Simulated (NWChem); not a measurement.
System: hydrogen chloride (HCl); SMILES Cl

NWChem input:

```
start job
memory heap 200 mb stack 900 mb global 1100 mb
geometry units angstroms noautoz
  Cl     0.000000     0.000000     0.080452
  H      0.000000     0.000000    -1.215592
end
basis spherical
  * library def2-tzvp
end
dft
  xc becke97-d
  disp vdw 2
  iterations 150
  mulliken
end
task dft energy
```

Structure relaxed at the PBE-D3(BJ)/def2-SVP level.

**Question.** What results follow from this input? (B97-D/def2-TZVP.) Quantities: energy (Ha); highest occupied level (eV); orbital gap (eV); dipole (D).

**Answer.** 
- energy (Ha): -460.85
- highest occupied level (eV): -7.91
- orbital gap (eV): 7.18
- dipole (D): 1.24
